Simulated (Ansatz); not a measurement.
# PH3+ (doublet): wave-function methods side by side at distance P1–H2 = 2.567 Å, cc-pVDZ

How much of the correlation energy of PH3+ (doublet) does each wave-function method recover here?

Program: Ansatz 0.2.0, Gaussian basis. Level of theory: cc-pVDZ, core rule «outside noble gas», up to 5 orbitals frozen. These are calculated values, not measurements.

Plan: UHF; CCSD(T) on ROHF; CCSD(T) on UHF; BCCD(T) on ROHF; CISD as a restricted active space (open shells left free, so some higher excitations enter); CCSDT(Q) on ROHF; CCSDT(Q) on UHF; CCSDTQ on ROHF; CCSDTQ on UHF; CASSCF and MRCISD+Q, 3 electrons in 3 orbitals; CASSCF and NEVPT2, 3 electrons in 3 orbitals; CASSCF and MRCISD+Q, 7 electrons in 7 orbitals; CASSCF and NEVPT2, 7 electrons in 7 orbitals; Full CI.

## 1. What is computed

The geometry derives from a PBE0/def2-TZVP stationary point (not a proven minimum). One bond is set to the value named and the two fragments are kept rigid.

4 atoms, charge 1, spin multiplicity 2.

Atoms are counted from 1 here; the program's logs count them from 0.

Bond lengths: P1–H3 1.405 Å, P1–H4 1.405 Å. Angles: H3–P1–H4 113.3°.

## 2. UHF

File in.yaml:

```yaml
crystal:
  periodic: [false, false, false]
  atoms:
    - {symbol: P, position_ang: [-0.033138, -0.000402, -0.042107]}
    - {symbol: H, position_ang: [2.441249, 0.026190, 0.640676]}
    - {symbol: H, position_ang: [-0.723626, 1.166428, 0.325012]}
    - {symbol: H, position_ang: [-0.699302, -1.180274, 0.328257]}
basis:
  gaussian: {orbitals: cc-pVDZ}
total_charge: 1
magnetization: {spin_polarized: true, initial_magnetization: 1}
hamiltonian: {xc: hf}
output: {orbitals: {seedname: orbitals}}
```

Launch:

```sh
> ansatz run in.yaml --threads 1 --pin off --events-out ev --progress --plain --max-ram 2816MiB --backend cpu
```

After this run come: CCSD(T) on ROHF; CCSD(T) on UHF; BCCD(T) on ROHF; CISD as a restricted active space (open shells left free, so some higher excitations enter); CCSDT(Q) on ROHF; CCSDT(Q) on UHF; CCSDTQ on ROHF; CCSDTQ on UHF; CASSCF and MRCISD+Q, 3 electrons in 3 orbitals; CASSCF and NEVPT2, 3 electrons in 3 orbitals; CASSCF and MRCISD+Q, 7 electrons in 7 orbitals; CASSCF and NEVPT2, 7 electrons in 7 orbitals; Full CI.

**Question.** What will the summary of the whole plan be? Wanted: FCI from the RHF energy; RMP2 from FCI; UMP2 from FCI; RCCSD from FCI; RCCSD(T) from FCI; UCCSD(T) from FCI; RCCSDT(Q) from FCI; UCCSDT(Q) from FCI; NEVPT2 pair from FCI.

**Answer**, as computed:

```
                         quantity                                                                                    value
          FCI from the ROHF energy                                                                               -4.1222 eV
                    RMP2 from FCI                                                                              +1290.4 meV
                    UMP2 from FCI                                                                              +1162.9 meV
                   RCCSD from FCI                                                                               +229.4 meV
                RCCSD(T) from FCI                                                                                +48.6 meV
                UCCSD(T) from FCI                                                                               +105.9 meV
               RCCSDT(Q) from FCI                                                                                 -0.1 meV
               UCCSDT(Q) from FCI                                                                                 +0.8 meV
             NEVPT2 pair from FCI                                                                               +746.0 meV
           MRCISD+Q pair from FCI                                                                                +14.3 meV
          NEVPT2 valence from FCI                                                                               +605.8 meV
levels within 1 kcal/mol (43 meV)  RCCSDT, UCCSDT, RCCSDT(Q), UCCSDT(Q), RCCSDTQ, UCCSDTQ, MRCISD+Q pair, MRCISD+Q valence
                    T1 diagnostic                                                                                    0.038
   effectively unpaired electrons                                                                                     1.41
```

What this shows: RCCSD(T) misses by +48.6 meV, 1.2 % of the correlation energy. CCSD(T) misses by +48.6 meV on the restricted determinant and by +105.9 meV on the unrestricted one; the two need not hold the same state or core. The occupations show static correlation (1.41 effectively unpaired electrons where one determinant has 1). Of the multireference levels listed MRCISD+Q pair comes nearest in total energy (+14.3 meV), which doesn't show that its space is the better one. Coupled cluster took another determinant than the lowest Hartree-Fock one. These misses are within one basis, not against nature; the frozen cores of restricted and unrestricted runs differ, which can shift their rows.

Levels on UHF freeze UHF's core orbitals, full CI those of ROHF, so the U rows can settle a little off it for that reason alone.

With open shells the CI space here admits some higher excitations, so it is larger than plain CISD.
